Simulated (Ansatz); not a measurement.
A nudged elastic band was laid between two geometries of CH$_{6}$NSi (9 atoms, charge 0, multiplicity 2).

Level of theory: UKS revPBE-D4/6-31G* in Ansatz 0.2.0.

| Property | Result |
| --- | --- |
| movable images | 9 |
| climbing image | yes |
| spring | 5.0 eV/Å² |
| optimiser | quadratic models (default) |
| start path | IDPP |
| force threshold | 0.03 eV/Å |
| iteration limit | 60 |
| end points | relaxed |

First end point:

```xyz
9
Properties=species:S:1:pos:R:3
C -0.687 0.825 -0.854
Si 0.863 0.210 0.072
N 0.347 -1.045 1.212
H -1.197 -0.021 -1.348
H -0.407 1.566 -1.623
H -1.402 1.309 -0.166
H 1.787 -0.513 -0.886
H 1.088 -1.615 1.626
H -0.303 -0.762 1.951
```

Last end point:

```xyz
9
Properties=species:S:1:pos:R:3
C -0.684 0.824 -0.853
Si 0.866 0.212 0.075
N 0.345 -1.045 1.208
H -1.194 -0.025 -1.344
H -0.406 1.562 -1.625
H -1.399 1.310 -0.167
H 1.796 -0.503 -0.882
H -0.318 -0.767 1.936
H 1.082 -1.614 1.635
```

**Question.** What changes between the two ends?

**Answer.** No bond is made or broken. The dihedral C1–Si2–N3–H8 goes from 167 to -62°. The two ends are copies of one structure, up to a mirror image or an exchange of like atoms.

**Question.** Give the energies along the band, and the barrier.

**Answer.** The run converged. The highest image is number 5 of 0 to 10, 17.5 kJ/mol above the ends, which have the same energy within 2 meV. A vibrational analysis at the climbing image gives one clearly imaginary mode, 262i cm⁻¹: a first-order saddle point.

| image | path coordinate (Å) | energy (kJ/mol) | dihedral C1–Si2–N3–H8 (°) |
| --- | --- | --- | --- |
| 0 | 0.00 | 0.0 | 167 |
| 1 | 0.34 | 1.2 | 150 |
| 2 | 0.68 | 5.1 | 132 |
| 3 | 1.02 | 10.7 | 116 |
| 4 | 1.36 | 15.7 | 102 |
| 5 | 1.70 | 17.5 | 86 |
| 6 | 2.14 | 15.4 | 63 |
| 7 | 2.59 | 12.1 | 34 |
| 8 | 3.03 | 6.5 | -16 |
| 9 | 3.47 | 1.3 | -45 |
| 10 | 3.91 | 0.0 | -62 |

**Question.** What is the geometry of the highest image?

**Answer.** 
```xyz
9
Properties=species:S:1:pos:R:3
C -0.785 0.539 -1.023
Si 0.694 0.422 0.160
N 0.322 -0.657 1.508
H -1.054 -0.464 -1.407
H -0.548 1.183 -1.888
H -1.668 0.951 -0.508
H 1.923 0.024 -0.640
H 0.497 -1.657 1.366
H 0.707 -0.387 2.415
```

**Question.** What are the harmonic wavenumbers there?

**Answer.** 262i, 141, 227, 455, 495, 645, 701, 754, 804, 894, 912, 1267, 1441, 1447, 1586, 2070, 2973, 3052, 3081, 3430, 3534 cm⁻¹.

The band took 14 iterations and about 4 core-minutes.

Run time: 3.5 min on 1 thread of Intel(R) Xeon(R) 6975P-C (Granite Rapids), on a shared host, peak memory 0.23 GiB.
